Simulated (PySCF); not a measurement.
Species: 3-methyl-2-butanol, C₅H₁₂O.
Numbering: `[CH3:1][CH:2]([CH3:3])[C@H:4]([CH3:5])[OH:6]` (hydrogens: H7, H8, H9 on C1; H10 on C2; H11, H12, H13 on C3; H14 on C4; H15, H16, H17 on C5; H18 on O6)

Cartesian coordinates in Å at the GFN2-xTB level; atoms count from 1:
```xyz
18
C5H12O angstrom
C     -1.343    1.374   -0.202
C     -0.503    0.205    0.313
C     -1.269   -1.105    0.145
C      0.856    0.176   -0.416
C      1.746   -0.977    0.052
O      1.532    1.409   -0.267
H     -2.234    1.503    0.409
H     -1.650    1.189   -1.229
H     -0.765    2.294   -0.179
H     -0.305    0.361    1.382
H     -2.259   -1.011    0.586
H     -1.385   -1.340   -0.910
H     -0.758   -1.931    0.633
H      0.685    0.090   -1.494
H      1.804   -0.997    1.140
H      1.365   -1.931   -0.298
H      2.748   -0.840   -0.347
H      1.725    1.535    0.670
```

Theory: TDDFT PBE0/def2-SVPD, vertical, gas phase, core orbitals frozen in the response (PySCF 2.14.0, density-fitted response routines).

Transition dipole moments from the ground state, in atomic units and in the frame of the coordinates above (overall signs are arbitrary), for the states with f of 0.002 or more among the lowest 7:

| state | E (eV) | μx | μy | μz |
| --- | --- | --- | --- | --- |
| S1 | 6.983 | 0.197 | -0.127 | -0.046 |
| S2 | 7.721 | 0.075 | 0.078 | -0.070 |
| S3 | 8.034 | -0.286 | -0.013 | -0.002 |
| S4 | 8.152 | -0.292 | 0.179 | 0.075 |
| S5 | 8.285 | -0.076 | 0.042 | -0.300 |
| S6 | 8.817 | -0.017 | 0.094 | -0.351 |
| S7 | 8.912 | 0.038 | 0.171 | 0.143 |

Q: What oscillator strength does each state have?

A: f = (2/3) ΔE |μ|² with ΔE in hartree (27.2114 eV).

```csv
state,|μ|² (au),|μ| (D),f
S1,0.057,0.61,0.010
S2,0.017,0.33,0.003
S3,0.082,0.73,0.016
S4,0.123,0.89,0.025
S5,0.098,0.79,0.020
S6,0.133,0.93,0.029
S7,0.051,0.58,0.011
```

Q: What angle do the transition dipoles of S3 and S4 make?

A: |cos θ| = |μa·μb| / (|μa| |μb|) = 0.81, so θ ≈ 36° (taken between 0 and 90°, since the signs are arbitrary).

Q: What peak molar absorption coefficient would the strongest computed level give as a lone Gaussian band 0.5 eV wide at half height?

A: ε(max) = 2.175×10⁸ f / FWHM, with the width in cm⁻¹. S6: 2.175×10⁸ × 0.0287 / 4033 ≈ 1500 L mol⁻¹ cm⁻¹.

The run took 38 s on one thread, Arm Neoverse V1 (shared host).

One conformer stands for the species.

Without π bonds the low states may be Rydberg-like; a valence basis with one diffuse set may place them up to an eV too high.
